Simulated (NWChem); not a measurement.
## Ionisation of N$_{2}$ (+1)

```
N
N 1 1.1133
```
Charge +1, spin multiplicity 2.

All runs are NWChem calculations. The geometry was optimised at UB3LYP/def2-SVP, a minimum by its harmonic frequencies.

Basis set: def2-TZVP. −ε marks an orbital energy of the parent.

B3LYP has NWChem's definition, with VWN1-RPA local correlation. The structure started from a generated list of species. The unpaired electrons of the parent sit in orbitals of symmetry ag (D2h labels of the run); other states weren't searched. No SCF solution was tested for a lower state. Open-shell Hartree-Fock references start from PBE0 orbitals.

Task: For the first vertical ionisation energy, G0W0@PBE gives 27.21 eV and −ε(alpha HOMO) of B3LYP gives 24.03 eV. What do −ε(alpha HOMO) of PBE, −ε(alpha HOMO) of PBE0, −ε(alpha HOMO) of HF give?

Result: −ε(alpha HOMO) of PBE: 22.67 eV; −ε(alpha HOMO) of PBE0: 24.32 eV; −ε(alpha HOMO) of HF: 28.12 eV.
